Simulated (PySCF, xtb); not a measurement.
tetrafluoroethylene anion (C2F4), SMILES FC(F)=C(F)F (connectivity only; charge and spin as stated), charge -1, multiplicity 2. Atoms are numbered in the order given.

```xyz
6

F      0.9681     1.4941     0.2388
C     -0.1462     0.6859     0.3927
F     -1.1284     1.2226    -0.5006
C      0.1462    -0.6859     0.3927
F     -0.9681    -1.4941     0.2388
F      1.1284    -1.2226    -0.5006
```
Charge -1, spin multiplicity 2.

Coordinates come from a TPSSh-D3(BJ)/def2-SVPD optimisation. The multiplicity is an assumed one; other spin states were not compared.

The numbers are results of IEF-PCM-B3LYP/def2-SVPD in PySCF, not measurements.

The values are the electrostatic part of the solvation free energy, E(continuum) − E(gas) at the gas-phase geometry, in a cavity of scaled van der Waals radii (PySCF's table); cavitation and dispersion terms are not included.

Computed values in water (ε = 78.36), tetrahydrofuran (ε = 7.43), benzene (ε = 2.27):
```csv
solvent,ε,ΔG(elec) (kcal/mol)
water,78.36,-55.1
tetrahydrofuran,7.43,-48.3
benzene,2.27,-31.1
```

For comparison, GFN2-xTB/ALPB(water) (xtb, at the GFN2-xTB geometry, all terms of that model) gives -58.6 kcal/mol.
